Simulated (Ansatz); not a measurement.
**Other spins and charges of C–O–SiH, quartet at one geometry**

Geometry (PBE0/def2-TZVP stationary point for this spin, not checked as a minimum):

```xyz
4

C     0.0000    0.3330    1.7224
O     0.0000   -0.3122    0.6305
Si    0.0000   -0.0152   -1.0422
H     0.0000    1.4114   -1.4926
```

Basis cc-pVDZ; Ansatz 0.2.0. Only valence electrons are correlated (noble-gas cores frozen). Prefix R: restricted or restricted open-shell reference; prefix U: unrestricted.

Gaps are energies of the second state less the first, at fixed atoms, for a selection of the levels run; each method lands on the state that its own search finds for that charge and spin.

HF rows: RHF is the determinant under the cluster runs, UHF is the lowest solution found. Coupled cluster chose its determinant by a search with trial CCSD, here up to 0.19 eV above the lowest Hartree–Fock solution of its kind, and MP2 stands on that determinant too. For open shells CISD is restricted-active-space CI with the open shells as a complete middle space. A value is left out where its run failed or describes another state than the reference as far as symmetry and spin tell, or, spin-broken singlets apart, can't be checked.

Removing an electron, to the triplet: 6.703 eV at UCCSDT(Q).

| level | gap (eV) | error (meV) |
| --- | --- | --- |
| RHF | 6.970 | 267 |
| UHF | 7.067 | 364 |
| RMP2 | 6.746 | 43 |
| CISD | 6.891 | 188 |
| RCCSD | 6.820 | 117 |
| UCCSD | 6.816 | 113 |
| UCCSD(T) | 6.716 | 13 |
| RCCSDT(Q) | 6.714 | 11 |
| PBE | 6.951 | 248 |
| wB97M-V | 6.910 | 207 |

Removing an electron, to the quintet: 10.560 eV at UCCSDT(Q).

Large singles or doubles amplitudes warn of static correlation in the C–O–SiH⁺ quintet.

| level | gap (eV) | error (meV) |
| --- | --- | --- |
| RHF | 9.715 | -845 |
| UHF | 9.616 | -944 |
| RMP2 | 10.610 | 50 |
| UMP2 | 10.434 | -126 |
| CISD | 10.535 | -25 |
| RCCSD | 10.575 | 15 |
| UCCSD | 10.556 | -4 |
| RCCSD(T) | 10.581 | 21 |
| UCCSD(T) | 10.575 | 15 |
| BCCD(T) | 10.575 | 15 |
| RCCSDT | 10.564 | 4 |
| UCCSDT | 10.565 | 5 |
| RCCSDT(Q) | 10.565 | 5 |
| PBE | 10.541 | -19 |
| r2SCAN | 10.349 | -211 |
| PBE0 | 10.615 | 55 |
| B3LYP | 10.816 | 256 |
| wB97M-V | 10.874 | 314 |
| B2PLYP | 10.711 | 151 |
| RPA-PBE | 10.702 | 142 |

Doublet less quartet: -1.345 eV at UCCSDT(Q).

| level | gap (eV) | error (meV) |
| --- | --- | --- |
| RHF | -0.477 | 868 |
| UCCSD | -1.245 | 100 |
| RCCSD(T) | -1.314 | 31 |
| BCCD(T) | -1.326 | 19 |
| RCCSDT | -1.331 | 14 |
| RCCSDT(Q) | -1.342 | 3 |
| r2SCAN | -1.132 | 213 |
| PBE0 | -1.228 | 117 |
| B3LYP | -1.468 | -123 |
| B2PLYP | -1.359 | -14 |

Q: PBE gives 4.046 eV for sextet less quartet. Estimate what UCCSDT(Q) gives in cc-pVDZ.

A: UCCSDT(Q) in cc-pVDZ gives 3.865 eV, so against it PBE is off by 0.181 eV, of which a good part can be the reference's own basis and frozen-core error.

```
    level  gap (eV)  error (meV)
      RHF     2.604        -1261
      UHF     2.607        -1258
     RMP2     3.613         -252
     UMP2     3.599         -266
     CISD     3.485         -380
    RCCSD     3.749         -116
    UCCSD     3.749         -116
 RCCSD(T)     3.846          -19
 UCCSD(T)     3.845          -20
  BCCD(T)     3.850          -15
   RCCSDT     3.855          -10
   UCCSDT     3.855          -10
RCCSDT(Q)     3.863           -2
   r2SCAN     3.601         -264
     PBE0     3.789          -76
    B3LYP     4.141          276
  r2SCAN0     3.463         -402
  wB97M-V     4.206          341
   B2PLYP     4.033          168
  RPA-PBE     4.111          246
```

In so small a basis the reference is far from its limit while semilocal and hybrid functionals are nearer theirs (RPA and double hybrids share part of the reference's basis error), so the functionals' errors here hold much of the reference's basis and frozen-core error, which can add to them or hide them.

Full CI isn't at hand for all of this; UCCSDT(Q) serves as the reference, and is uncertain by the last step of the cluster series or more. The frozen core follows each run's orbitals, which can shift R against U totals by a few meV.
